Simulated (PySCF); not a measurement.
Molecule: 4-methyloxazole, C4H5NO.

Geometry (Å), atoms numbered from 1 in this order:
```xyz
11

C    -1.673   -0.220   -0.030
C    -0.199   -0.048   -0.015
C     0.554    1.084    0.087
O     1.860    0.728    0.069
C     1.843   -0.603   -0.043
N     0.660   -1.115   -0.097
H    -2.045   -0.361    0.984
H    -2.155    0.654   -0.459
H    -1.925   -1.104   -0.609
H     0.314    2.123    0.170
H     2.771   -1.136   -0.083
```

Frames of a GFN2-xTB Langevin trajectory at 600 K; GIAO PBE0/pcSseg-1 shieldings in PySCF, gas phase, non-relativistic; equivalent atoms averaged within each frame.

References, each an isolated molecule treated in the same way: 13C (σ = 186.93 ppm) and 1H (σ = 31.72 ppm) vs TMS; H2O for 17O (σ = 336.08 ppm); 15N (σ = 267.73 ppm) vs NH3. The references are static minima.

**Question.** How do the shifts (ppm) fluctuate along the trajectory?

**Answer.** 
| time (fs) | C5 | C2 | C3 | C1 | O4 | N6 | H11 | H10 | H7/H8/H9 |
| --- | --- | --- | --- | --- | --- | --- | --- | --- | --- |
| optimised geometry | 154.8 | 145.0 | 140.4 | 14.1 | 325.2 | 306.1 | 7.66 | 7.55 | 2.45 |
| 250 | 154.0 | 149.2 | 133.3 | 10.9 | 321.5 | 305.7 | 7.95 | 7.11 | 2.10 |
| 425 | 158.9 | 159.4 | 145.8 | 17.8 | 351.2 | 307.7 | 7.09 | 7.96 | 2.44 |
| 625 | 156.6 | 161.5 | 144.3 | 12.2 | 317.2 | 313.8 | 7.53 | 7.18 | 2.52 |
| 800 | 159.1 | 145.1 | 144.0 | 16.5 | 339.4 | 314.0 | 8.18 | 8.14 | 3.16 |
| 1000 | 153.5 | 147.1 | 144.2 | 11.7 | 319.9 | 303.4 | 7.50 | 7.50 | 3.06 |
| mean of frames | 156.4 | 152.5 | 142.3 | 13.8 | 329.8 | 308.9 | 7.65 | 7.58 | 2.66 |
| standard deviation | 2.7 | 7.5 | 5.1 | 3.1 | 14.8 | 4.8 | 0.42 | 0.46 | 0.45 |

5 frames give an uncertainty of the mean of about the standard deviation over 2.2 at best, since frames this close in time may not be independent; classical motion lacks zero-point vibration, and the reference would need the same averaging.
